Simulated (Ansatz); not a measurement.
Relaxation of CH₄BS (7 atoms, charge -1, multiplicity 1), to a largest force component of 0.015 eV/Å in at most 40 steps.

Level of theory: RKS B3LYP-D4/def2-SVP (Ansatz).

```xyz
7
Properties=species:S:1:pos:R:3:forces:R:3
B -0.870 0.304 -0.635 -0.09 0.42 0.23
C -0.041 0.085 0.524 0.42 -0.18 0.35
S -0.055 1.093 2.007 0.00 0.34 0.06
H -1.663 1.214 -0.628 -0.44 0.33 -0.12
H -0.802 -0.356 -1.632 0.10 -0.48 -0.58
H 0.741 -0.672 0.629 0.12 -0.33 -0.15
H -0.990 0.465 2.773 -0.12 -0.09 0.21
```

Question: Where does it end, and by what steps?

Answer: The forces met the threshold. Limits of this set-up: an anion without diffuse functions, the dipole of an ion depends on the origin. After 7 steps the energy has fallen by 0.058 eV; H7 moved furthest, 0.22 Å.

```json
{"step": "0", "energy less start (eV)": "0.0000", "largest force component (eV/Å)": "0.580", "accepted": "yes"}
{"step": "1", "energy less start (eV)": "-0.0408", "largest force component (eV/Å)": "0.228", "accepted": "yes"}
{"step": "2", "energy less start (eV)": "-0.0519", "largest force component (eV/Å)": "0.121", "accepted": "yes"}
{"step": "3", "energy less start (eV)": "-0.0567", "largest force component (eV/Å)": "0.089", "accepted": "yes"}
{"step": "4", "energy less start (eV)": "-0.0576", "largest force component (eV/Å)": "0.040", "accepted": "yes"}
{"step": "5", "energy less start (eV)": "-0.0577", "largest force component (eV/Å)": "0.018", "accepted": "yes"}
{"step": "6", "energy less start (eV)": "-0.0577", "largest force component (eV/Å)": "0.019", "accepted": "no"}
{"step": "7", "energy less start (eV)": "-0.0577", "largest force component (eV/Å)": "0.003", "accepted": "yes"}
```

```xyz
7
Properties=species:S:1:pos:R:3
B -0.875 0.336 -0.658
C -0.096 0.086 0.549
S -0.119 1.144 2.003
H -1.701 1.241 -0.751
H -0.718 -0.374 -1.657
H 0.665 -0.707 0.633
H -0.837 0.408 2.917
```

Run time: 36 s on 1 thread of Intel(R) Xeon(R) Processor @ 2.50GHz (Skylake/Cascade Lake), with other jobs on the host, peak memory 0.14 GiB.
